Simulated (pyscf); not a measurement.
methyl (CH₃•) + hydrogen fluoride (HF) → fluoromethane (H₃C–F) + H atom (H•), an atom transfer (doublet surface; F–H broken, C–F formed). Structures and frequencies: ωB97X-D3(BJ)/def2-SVP in PySCF. MP2 and CC: frozen core, UHF for open shells. ΔMP2 is the change of the MP2 total energy from the triple- to the quadruple-zeta basis. Energies in kcal/mol from the separated reactants.

Small-basis levels: PySCF, no dispersion term, spherical d functions. AM1 to PM7: differences of heats of formation from MOPAC. Open shells are spin-unrestricted. 

```
level                             barrier  reaction energy
--------------------------------  -------  ---------------
HF/STO-3G                            45.6             +7.8
HF/3-21G                             54.2            +16.0
MP2/6-31G*                           55.3            +10.4
B3LYP/3-21G                          25.1             +8.2
B3LYP/LANL2DZ                        40.7            +26.1
M06-2X/6-31G*                        48.4            +12.4
PBE/def2-SVP                         37.6            +14.2
B3LYP/def2-SVP                       45.3            +18.9
PM7                                  63.5            +35.1
CCSD(T)/def2-TZVPP + ΔMP2(QZVPP)     57.7            +27.0
```

Against the last row the barrier runs from -32.6 (B3LYP/3-21G) to +5.8 kcal/mol (PM7). CCSD(T)/def2-TZVPP + ΔMP2(QZVPP) has limits of its own. One saddle was located; it need not be the lowest between these sides. The angle at the transferred F is 180°. The CCSD(T) − MP2 part came from Ansatz, without density fitting, on the same reference.
